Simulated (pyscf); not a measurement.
Thermochemistry of product channels of Cl–GeH(Cl)–Cl + Cl• on the doublet surface, in kcal/mol, from ωB97M-D3(BJ)/def2-TZVP energies (ideal gas, 1 atm, RRHO with modes under 100 cm⁻¹ raised to 100, one conformer, R ln 2 for chiral ones without a mode under 150 cm⁻¹). Optimised with ωB97X-D3(BJ)/def2-SVP in PySCF.

```
products                  ΔE  ΔH(298 K)  ΔG(600 K)  ΔG(900 K)
---------------------  -----  ---------  ---------  ---------
Cl–Ge(Cl)(Cl)–Cl + H•   -7.6      -11.0       -7.8       -6.8
Cl–Ge•(Cl)–Cl + HCl    -22.9      -23.5      -28.4      -30.7
```

These are energies of the channels, which say nothing of barriers. Left out: orbital degeneracy and the spin-orbit lowering of Cl. Elements up to Kr have no core potential and no relativistic terms here.
